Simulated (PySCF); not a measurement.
# Continuum solvent and chemical shifts

Geometry (Å), atoms numbered from 1 in this order:
```xyz
6

C    -3.1244    0.0998    0.7622
C    -1.8683    0.0546    0.4962
C    -0.5950    0.0142    0.2395
C     0.6484   -0.0255   -0.0125
C     1.9160   -0.0677   -0.2651
O     3.0481   -0.1051   -0.4907
```

GIAO PBE0/pcSseg-1 in PySCF 2.14 on one PBE0-D3(BJ)/def2-SVP conformer, non-relativistic, equivalent nuclei averaged. Solvents enter as an IEF-PCM continuum (benzene with ε = 2.3, chloroform with ε = 4.7) around the gas-phase geometry. Shifts are referred to TMS computed in the same medium.

Gas phase, δ in ppm: C1 371.2, C5 123.6, C2 98.5, C3 81.4, C4 11.8. Dipole moment 3.48 D.

**Question.** How does each δ change in the continuum?

**Answer.** 
```json
{"atoms": "C1", "environment": "carbanion centre", "Δδ, benzene": "-20.4", "Δδ, chloroform": "-32.9"}
{"atoms": "C5", "environment": "acylium carbon", "Δδ, benzene": "+1.3", "Δδ, chloroform": "+2.1"}
{"atoms": "C2", "environment": "alkyne carbon", "Δδ, benzene": "+2.0", "Δδ, chloroform": "+3.3"}
{"atoms": "C3", "environment": "alkyne carbon", "Δδ, benzene": "+2.4", "Δδ, chloroform": "+3.8"}
{"atoms": "C4", "environment": "alkyne carbon", "Δδ, benzene": "+2.6", "Δδ, chloroform": "+4.3"}
```

Changes are relative to the gas phase. The dipole moment becomes 4.42 D in benzene, 5.05 D in chloroform.

**Question.** Which nuclei move most (in ppm), and what does the model miss?

**Answer.** C1 (carbanion centre, -32.9 ppm) in chloroform. A continuum only polarises the solute; specific hydrogen bonds, the anisotropy of aromatic solvents and changes of geometry or conformer are outside it.
